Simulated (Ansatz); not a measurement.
Graphite, treated with r²SCAN (Ansatz, an electronic-structure program, plane waves, PAW).

Numerical settings: plane-wave cutoff 500 eV, 18×18×6 k mesh (along the axes of the cell as run), Fermi–Dirac smearing 0.05 eV, scalar-relativistic PAW data made under PBE.

Computed at the level's own relaxed cell.

Task: What does this level give for the equilibrium volume per atom, equilibrium lattice constant a and c axis length?

Result: 
- equilibrium volume per atom = 9.21 Å³/atom
- equilibrium lattice constant a = 2.456 Å
- c axis length = 7.052 Å

Measured, for comparison: lattice constant a 2.461 Å (300 K, not corrected to a static lattice, our sources range from 2.456 to 2.461; as tabulated in Wikipedia's data pages); lattice parameter c 6.67 Å (low temperature, zero-point motion not removed; as tabulated in Berland et al. (2010), arXiv:1007.3305). Computed (rounded) less measured: lattice constant a -0.2 % (0.0 % to -0.2 % over the range), lattice parameter c +5.7 %.

Note: the cell comes from a level without a dispersion term, which matters for the spacing of layers, chains or molecules.

Computed values are for the static lattice.
